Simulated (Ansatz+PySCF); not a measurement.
singlet H₄O₂: levels of theory in one basis

```yaml
atoms:
  - { symbol: O, position_ang: [-1.4561, -0.1570, 0.0000] }
  - { symbol: H, position_ang: [-1.9051, 0.6936, 0.0000] }
  - { symbol: H, position_ang: [-0.5160, 0.0878, 0.0000] }
  - { symbol: O, position_ang: [1.3735, 0.1618, 0.0000] }
  - { symbol: H, position_ang: [1.5409, -0.4099, -0.7584] }
  - { symbol: H, position_ang: [1.5409, -0.4099, 0.7584] }
```

Basis set: def2-SVP (spherical functions). Left uncorrelated: 2 orbitals. Charge 0, multiplicity 1.

Computed with Ansatz (development build ahead of 0.2.0); each method stands on the lowest determinant of its kind that the runs found. NEVPT2 correlates all electrons. Active spaces start from the frontier orbitals, and the lowest solution found is given.

| method | E − E(RHF) (eV) | <S²> of the determinant |
| --- | --- | --- |
| RHF | 0.00 | 0.00 |
| RHF-MP2 | -11.07 | – |
| RHF-CCSD | -11.56 | – |
| RHF-CCSD(T) | -11.74 | – |
| CASSCF(2,2) | -0.57 | – |

Question: What does SC-NEVPT2(2,2) give on the same scale?

Answer: -11.22 eV. NEVPT2 here correlates all electrons, so it doesn't share the others' frozen core.

Question: Is a single determinant a sound starting point here?

Answer: By this sign, yes. Unrestricted orbitals gain 0.00 eV and <S²> is 0.00 against 0.00 for a pure state. The CASSCF(2,2) natural occupations are 1.98, 0.02.

Caution for CASSCF(2,2): other starts end on other solutions of this active space.
